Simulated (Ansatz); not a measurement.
The input, for Ansatz 0.2.0:

```yaml
crystal:
  periodic: [false, false, false]
  atoms:
    - {symbol: Ge, position_ang: [0.000000, -0.145030, 0.266731]}
    - {symbol: N, position_ang: [0.000000, 0.635166, -1.258042]}
    - {symbol: H, position_ang: [0.000000, 1.427271, 0.431929]}
    - {symbol: H, position_ang: [0.000000, 0.198227, -2.172445]}
basis:
  gaussian: {orbitals: STO-3G}
magnetization: {spin_polarized: true, initial_magnetization: 1}
correlation: {method: ccsdt_q, electrons: all}
accuracy: high
scf: {lower_state_search: off}
output: {forces: true}
```

```sh
$ ansatz run in.yaml --threads 1 --pin off --events-out ev --progress --plain --max-ram 2393MiB
```

Log:

```
these checks for a lower state are left out or cut short: starts, cluster_reference, orbital_swaps, neighbouring_geometries, increment
355 factors; integrals over basis functions are off by at most 3.0e-9 eV
mean field evaluation 1: about -57318.4305 eV, gradient 1.7e1 eV
mean field evaluation 2: about -57318.4966 eV, gradient 1.7e1 eV
mean field evaluation 4: about -57321.1679 eV, gradient 3.1e0 eV
mean field evaluation 8: about -57321.7378 eV, gradient 2.0e-1 eV
mean field evaluation 16: about -57321.7379 eV, gradient 2.1e-7 eV
mean field -57321.73793503 eV, -2106.5350150429 hartree, gradient 2.7e-8 eV, S^2 0.823505; 0 other end points of the search recorded, 0 dependent functions left out
reference -57321.73793503 eV, -2106.5350150429 hartree; 21, 20 occupied and 4, 5 virtual orbitals, 355 factors
Error: the run needs more than the 2.33 GiB of memory given, because the steps of its equations don't fit beside its arrays
refused for memory
```

The run gave no result to rely on (out of memory).

Ran on 1 thread of Arm Neoverse V2, shared host: 37 s wall, 2.3 GiB peak host memory.
